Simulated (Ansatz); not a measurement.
Input (CCSDT(Q)/cc-pV(T+d)Z; Ansatz, a program for electronic structure): A basis named .json is the Basis Set Exchange file of that set.

Ansatz 0.2 input:
```yaml
crystal:
  periodic: [false, false, false]
  atoms:
    - {symbol: S, position_ang: [-0.00000000, -0.00000000, -0.95184987]}
    - {symbol: S, position_ang: [0.00000000, 0.00000000, 0.95184987]}
basis:
  gaussian:
    orbitals: cc-pV_T+d_Z.json
magnetization: {spin_polarized: true, initial_magnetization: 2}
correlation: {method: ccsdt_q, electrons: outside_noble_gas}
```

Output:

```
Functional definition: HF
integrals: 0.13 GiB planned
890 factors; integrals over basis functions are off by at most 9.9e-8 eV
mean field: 0.27 GiB planned
mean field evaluation 1: about -21635.0076 eV, gradient 7.1e0 eV
mean field evaluation 2: about -21635.1835 eV, gradient 7.4e0 eV
mean field evaluation 4: about -21635.7340 eV, gradient 1.5e0 eV
mean field evaluation 8: about -21635.7723 eV, gradient 9.3e-2 eV
mean field evaluation 16: about -21635.4277 eV, gradient 3.3e0 eV
mean field evaluation 32: about -21635.7674 eV, gradient 2.2e-1 eV
mean field evaluation 64: about -21633.1401 eV, gradient 4.9e0 eV
mean field -21635.77250639 eV, -795.0999743566 hartree, gradient 9.7e-6 eV, S^2 2.055504; 5 other end points of the search recorded, 0 dependent functions left out
determinant -21635.77250639 eV, -795.0999743566 hartree, with singles and doubles -21645.05117744 eV, -795.4409592282 hartree
determinant -21633.29849554 eV, -795.0090561348 hartree, with singles and doubles -21641.87760674 eV, -795.3243326563 hartree
10 core orbitals not correlated
reference -21635.77250639 eV, -795.0999743566 hartree; 7, 5 occupied and 61, 63 virtual orbitals, 890 factors
second order -8.52255813 eV of doubles, -0.00000000 eV of singles
coupled cluster: 1.74 GiB planned
cycle   1  -8.93154627 eV  change   -4.1e-1 eV  update   1.0e-1
cycle   2  -9.49115757 eV  change   -5.6e-1 eV  update   5.1e-2
cycle   3  -9.89641537 eV  change   -4.1e-1 eV  update   2.3e-2
cycle   4  -9.84326722 eV  change    5.3e-2 eV  update   5.8e-3
cycle   5  -9.83553091 eV  change    7.7e-3 eV  update   3.1e-3
cycle   6  -9.84192239 eV  change   -6.4e-3 eV  update   1.1e-3
cycle   7  -9.84225250 eV  change   -3.3e-4 eV  update   6.2e-4
cycle   8  -9.84189693 eV  change    3.6e-4 eV  update   2.1e-4
cycle   9  -9.84202790 eV  change   -1.3e-4 eV  update   8.1e-5
cycle  10  -9.84193919 eV  change    8.9e-5 eV  update   3.0e-5
cycle  11  -9.84197000 eV  change   -3.1e-5 eV  update   1.3e-5
cycle  12  -9.84198637 eV  change   -1.6e-5 eV  update   4.2e-6
cycle  13  -9.84199352 eV  change   -7.1e-6 eV  update   1.9e-6
cycle  14  -9.84199494 eV  change   -1.4e-6 eV  update   6.5e-7
cycle  15  -9.84199522 eV  change   -2.8e-7 eV  update   2.6e-7
perturbative correction -0.04266940 eV, -0.0015680716 hartree
Total energy: -21645.65717101 eV, -795.4632290812 hartree
```

The determinant is spin-contaminated: <S^2> is 2.06, 0.06 over the pure value.
